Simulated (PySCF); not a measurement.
**AlB⁻: changing the method**

What do other methods print for AlB⁻?

The runs use PySCF 2.14.0; method and basis as typed in the scripts.

4 further runs of the same task are left out: 4 that didn't finish.

### Step 1. The starting structure

AlB⁻: 2 atoms, charge -1, spin multiplicity 2.

Bond lengths: Al1–B2 2.110 Å.

### Step 2. The run that the others are compared with

Input file input.py:

```python
from pyscf import gto, scf, cc

mol = gto.M(
    atom='Al 0 0 0; B 0 0 2.11',
    basis='def2-svp',
    charge=-1,
    spin=1,
    verbose=4,
)
mf = scf.UHF(mol)
mf.kernel()
mycc = cc.CCSD(mf)
mycc.kernel()
mf.dip_moment()
print('orbital energies (hartree):', [e[max(0, n-3):n+3].round(4) for e, n in zip(mf.mo_energy, mol.nelec)])
```

Started as:

```
> OMP_NUM_THREADS=1 python input.py
```

### Step 3. MP2

Edit 1 changes step after the SCF: ccsd → mp2.

Changes to input.py since step 2:

```diff
@@ -1,2 +1,2 @@
-from pyscf import gto, scf, cc
+from pyscf import gto, scf, mp
 
@@ -11,4 +11,3 @@
 mf.kernel()
-mycc = cc.CCSD(mf)
-mycc.kernel()
+mp.MP2(mf).kernel()
 mf.dip_moment()
```

### Step 4. CCSD(T)

Edit 2 changes step after the SCF: ccsd → ccsd(t).

Changes to input.py since step 2:

```diff
@@ -13,2 +13,3 @@
 mycc.kernel()
+mycc.ccsd_t()
 mf.dip_moment()
```

### Step 5. CASSCF (ROHF)

Edit 3 changes step after the SCF: ccsd → casscf; SCF type: UHF → ROHF; active space: none → 7 electrons in 8 orbitals.

Input file input.py:

```python
from pyscf import gto, scf, mcscf

mol = gto.M(
    atom='Al 0 0 0; B 0 0 2.11',
    basis='def2-svp',
    charge=-1,
    spin=1,
    verbose=4,
)
mf = scf.ROHF(mol)
mf.kernel()
mc = mcscf.CASSCF(mf, 8, 7)
mc.kernel()
mc.analyze()
mf.dip_moment()
print('orbital energies (hartree):', mf.mo_energy[..., max(0, mol.nelec[1]-3):mol.nelec[0]+3].round(4))
```

### Step 6. B3lyp (UKS)

Edit 4 changes functional: none (Hartree–Fock) → b3lyp; SCF type: UHF → UKS; step after the SCF: ccsd → analyze.

Input file input.py:

```python
from pyscf import gto, dft

mol = gto.M(
    atom='Al 0 0 0; B 0 0 2.11',
    basis='def2-svp',
    charge=-1,
    spin=1,
    verbose=4,
)
mf = dft.UKS(mol, xc='b3lyp')
mf.kernel()
mf.analyze()
print('orbital energies (hartree):', [e[max(0, n-3):n+3].round(4) for e, n in zip(mf.mo_energy, mol.nelec)])
```

### Step 7. RHF

Edit 5 changes SCF type: UHF → RHF.

Input file input.py:

```python
from pyscf import gto, scf, cc

mol = gto.M(
    atom='Al 0 0 0; B 0 0 2.11',
    basis='def2-svp',
    charge=-1,
    spin=1,
    verbose=4,
)
mf = scf.RHF(mol)
mf.kernel()
mycc = cc.CCSD(mf)
mycc.kernel()
mf.dip_moment()
print('orbital energies (hartree):', mf.mo_energy[..., max(0, mol.nelec[1]-3):mol.nelec[0]+3].round(4))
```

### Step 8. Geometry optimisation

Edit 6 changes step after the SCF: ccsd → optimize.

Input file input.py:

```python
from pyscf import gto, scf
from pyscf.geomopt.geometric_solver import optimize

mol = gto.M(
    atom='Al 0 0 0; B 0 0 2.11',
    basis='def2-svp',
    charge=-1,
    spin=1,
    verbose=4,
)
mf = scf.UHF(mol)
mf.kernel()
mol_eq = optimize(mf, maxsteps=30)
print('optimised geometry (angstrom)')
print(mol_eq.tostring('raw'))
print('orbital energies (hartree):', [e[max(0, n-3):n+3].round(4) for e, n in zip(mf.mo_energy, mol.nelec)])
```

What does the calculation give? Wanted: for each run, E(SCF); from base; gap, α spin; after the SCF.

As calculated:

```
                  run  E(SCF) (hartree)  from base (eV)  cycles  gap, α spin (eV)                  after the SCF
                 base       -266.296836               0      21              6.15     CCSD correlation -4.725 eV
                  MP2       -266.296836          0.0000      21              6.15      MP2 correlation -3.878 eV
              CCSD(T)       -266.296836          0.0000      21              6.15  CCSD(T) correlation -5.105 eV
        CASSCF (ROHF)       -266.295803         +0.0281      12               n/a   CASSCF correlation -3.512 eV
          b3lyp (UKS)       -267.027533  not comparable      15              0.96                            n/a
                  RHF       -266.295803         +0.0281      12               n/a     CCSD correlation -4.757 eV
geometry optimisation       -266.296836          0.0000      21              6.15        bond 1.994 Å, -0.069 eV
```

SCF columns refer to the geometry typed in the script.

On the same reference and core, CCSD(T) gains 5.11 eV in 4.1 s; CCSD reaches 93 % of that in 3.3 s, MP2 reaches 76 % of that in 0.81 s. A lower total energy from another functional means nothing by itself.
